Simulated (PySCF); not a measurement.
Gas-phase XPS of `N#C[SiH3]`, computed

CH3NSi.
Numbering: `[N:1]#[C:2][SiH3:3]`

The calculation used PySCF 2.14.0, delta-SCF UKS SCAN, pcX-2 on the ionised atom, pcseg-1 elsewhere, spin-free X2C. These are vertical core ionisation energies against the vacuum level, from separate self-consistent calculations with and without the core hole.

Task: List the computed XPS lines with their assignment.

Result: 
```csv
atom(s),bonded to,level,binding energy (eV),2p1/2 (eV),count
Si3,C and 3 H,Si 2p3/2,108.30,108.93,1
C2,N (triple bond) and Si,C 1s,291.98,–,1
N1,C (triple bond),N 1s,405.45,–,1
Si3,C and 3 H,Si 1s,1848.07,–,1
```

Task: Which effective nuclear charge Zeff reproduces each element's mean 1s value in the hydrogen-like formula E = 13.606 eV × Zeff²?

Result: C (Z = 6): mean 292.0 eV, Zeff = 4.63, Z − Zeff = 1.37; N (Z = 7): mean 405.4 eV, Zeff = 5.46, Z − Zeff = 1.54; Si (Z = 14): mean 1848.1 eV, Zeff = 11.65, Z − Zeff = 2.35. Means run over the listed sites, weighted by atom count.

For 2p shells one spin-free hole was relaxed; a mean-field spin–orbit operator and the ground-state splitting of the three 2p orbitals were then diagonalised within the shell. The shell's mean is (2 × 2p3/2 + 2p1/2)/3, and the degeneracies 2j + 1 give areas of 2:1. 2p1/2 minus 2p3/2 (ligand field included): Si 0.62 eV. Geometry: GFN2-xTB; no solvent, vibrations or thermal averaging.

The run took 7.4 s on one thread, x86-64 server, shared host.
